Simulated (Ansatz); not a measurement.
Total energies of Si(NH2)2H2 (SiN₂H₆) from Ansatz at r2SCAN-D4/def2-TZVPD, gas phase (1 Eh = 27.2114 eV = 2625.5 kJ/mol). The reference geometry is relaxed at PBE-D4/def2-TZVP.

Cartesian coordinates in Å:
```
Si -0.159 -0.519 -0.090
N -1.110 0.896 -0.359
H -1.332 1.524 0.408
H -1.848 0.880 -1.056
N 1.380 -0.018 0.506
H 1.984 0.582 -0.049
H 1.915 -0.641 1.103
H -0.202 -1.215 -1.421
H -0.628 -1.489 0.957
```

| state | geometry | energy (Eh) |
| --- | --- | --- |
| charge 0 singlet | reference | -402.63266 |
| charge -1 doublet | reference | -402.58736 |
| free Si atom (triplet) | – | -289.34127 |
| free N atom (quartet) | – | -54.58108 |
| free H atom (doublet) | – | -0.49993 |

(1) Work out the vertical electron affinity, to the doublet.

(2) What is the binding energy per atom against free atoms?

(1) E(charge 0 singlet) − E(charge -1 doublet) = -402.63266 − (-402.58736) = -0.04530 Eh = -1.23 eV; negative, so the extra electron isn't bound.

(2) Atoms: 1 × (-289.34127) + 2 × (-54.58108) + 6 × (-0.49993) = -401.50301 Eh. Binding: -401.50301 − (-402.63266) = 1.12965 Eh = 30.74 eV, or 3.42 eV for each of 9 atoms (no zero-point energy, no counterpoise term).

At r2SCAN-D4/def2-TZVPD the highest occupied level of the charge -1 doublet lies above zero (up to 2.51 eV). By energy differences it is unbound by 1.23 eV (vertical, against the charge 0 singlet, at r2SCAN-D4/def2-TZVPD) and held by the finite basis.
